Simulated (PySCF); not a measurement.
# Mayer bond orders and bond lengths

Species: diiminomethane, CH2N2.
Atom-mapped SMILES: `[NH:1]=[C:2]=[NH:3]` (hydrogens: H4 on N1; H5 on N3)

Structure used (PBE0-D3(BJ)/def2-SVP), in Å, numbered top down from 1:
```xyz
5
CH2N2 angstrom
N     -1.1760   -0.2654    0.1523
C      0.0000    0.0000    0.0258
N      1.1760    0.2654   -0.1007
H     -1.9629   -0.2260   -0.4722
H      1.9629    0.2260    0.5238
```

Bond orders from the PBE0/pcSseg-1 density (PySCF). Isolated species at its PBE0-D3(BJ)/def2-SVP geometry, gas phase.

Question: Where do the orders between heavy atoms depart from those drawn in the SMILES?

Answer: The largest departure is 0.049, at N1–C2 (drawn double, 1.951) and C2–N3 (drawn double, 1.951).

Question: Set the Mayer orders of the bonds between heavy atoms beside their lengths.

Answer: 
```json
{"bond": "N1–C2", "drawn as": "double", "length (Å)": "1.212", "Mayer order": "1.951"}
{"bond": "C2–N3", "drawn as": "double", "length (Å)": "1.212", "Mayer order": "1.951"}
```

Question: And the bonds to hydrogen?

Answer: H–N: 0.91 (2 bonds).

Question: Sum the orders of all bonds at each heavy atom with more than one neighbour and set the sums beside the valence in the SMILES.

Answer: N1 2.865 (drawn 3), C2 3.902 (drawn 4), N3 2.865 (drawn 3). Orders between atoms that aren't bonded are not in these sums.

Mayer orders depend on the basis set.
